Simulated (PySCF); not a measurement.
thiophene (C4H4S), SMILES c1cccs1. Atoms are numbered in the order given.

```xyz
9

C      0.0000     0.7121     1.2698
C      0.0000    -0.7121     1.2698
C      0.0000    -1.2349     0.0031
S      0.0000     0.0000    -1.1895
C      0.0000     1.2349     0.0031
H      0.0000     1.3256     2.1718
H      0.0000    -1.3256     2.1718
H      0.0000    -2.2830    -0.2933
H      0.0000     2.2830    -0.2933
```
Charge 0, spin multiplicity 1.

Coordinates come from a PBE0-D3(BJ)/def2-SVP optimisation.

Calculation: TDA-PBE/def2-SVPD in PySCF.

Vertical excitations.  State labels are in the subgroup C2v.

### Question
List the lowest excited states. (An estimate is asked for; the answer gives what the named calculation found.)

### Answer

```json
[
 {"state": "S1", "symmetry": "A1", "energy (eV)": "5.77", "λ (nm)": "215", "f": "0.062", "main pairs": "HOMO−1→LUMO 71 %, HOMO→LUMO+2 25 %"},
 {"state": "S2", "symmetry": "B1", "energy (eV)": "5.78", "λ (nm)": "215", "f": "0.005", "main pairs": "HOMO→LUMO+1 100 %"},
 {"state": "S3", "symmetry": "B2", "energy (eV)": "6.05", "λ (nm)": "205", "f": "0.095", "main pairs": "HOMO→LUMO 88 %"},
 {"state": "S4", "symmetry": "A2", "energy (eV)": "6.10", "λ (nm)": "203", "f": "0.000", "main pairs": "HOMO−1→LUMO+1 100 %"},
 {"state": "S5", "symmetry": "A2", "energy (eV)": "6.26", "λ (nm)": "198", "f": "0.000", "main pairs": "HOMO→LUMO+3 100 %"},
 {"state": "S6", "symmetry": "B1", "energy (eV)": "6.61", "λ (nm)": "187", "f": "0.004", "main pairs": "HOMO−1→LUMO+3 100 %"},
 {"state": "S7", "symmetry": "A2", "energy (eV)": "6.80", "λ (nm)": "182", "f": "0.000", "main pairs": "HOMO→LUMO+4 99 %"},
 {"state": "S8", "symmetry": "B1", "energy (eV)": "7.03", "λ (nm)": "176", "f": "0.020", "main pairs": "HOMO→LUMO+5 99 %"},
 {"state": "S9", "symmetry": "A2", "energy (eV)": "7.18", "λ (nm)": "173", "f": "0.000", "main pairs": "HOMO→LUMO+6 99 %"},
 {"state": "S10", "symmetry": "B1", "energy (eV)": "7.18", "λ (nm)": "173", "f": "0.023", "main pairs": "HOMO−1→LUMO+4 83 %, HOMO−2→LUMO 15 %"},
 {"state": "T1", "symmetry": "B2", "energy (eV)": "3.86", "λ (nm)": "321", "f": "0", "main pairs": "HOMO→LUMO 98 %"},
 {"state": "T2", "symmetry": "A1", "energy (eV)": "4.52", "λ (nm)": "275", "f": "0", "main pairs": "HOMO−1→LUMO 99 %"},
 {"state": "T3", "symmetry": "B1", "energy (eV)": "5.51", "λ (nm)": "225", "f": "0", "main pairs": "HOMO→LUMO+1 99 %"},
 {"state": "T4", "symmetry": "A1", "energy (eV)": "5.68", "λ (nm)": "218", "f": "0", "main pairs": "HOMO→LUMO+2 95 %"}
]
```
Triplets are in the Tamm–Dancoff approximation.
